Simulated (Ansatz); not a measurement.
A structure relaxed at PBE0-D4/def2-TZVPD in Ansatz, charge -1, singlet:

```xyz
9

B    -0.8664    0.3099    0.6760
H    -0.1615    0.4401   -0.4240
B     0.8747   -0.3325   -0.6542
H    -1.2567    1.4706    0.6623
H    -1.7484   -0.4860    0.4191
H    -0.2253    0.0482    1.6674
H     1.8369    0.2579   -0.2033
H     0.7861   -0.2342   -1.8716
H     0.7607   -1.4740   -0.2718
```

Give its formula, name or SMILES.

[B2H7]- (B2H7⁻).

Summarise the bond lengths by kind (pairs closer than 1.2 times the sum of covalent radii, bridged metal pairs left out).

8 × B–H 1.21 to 1.31 Å.
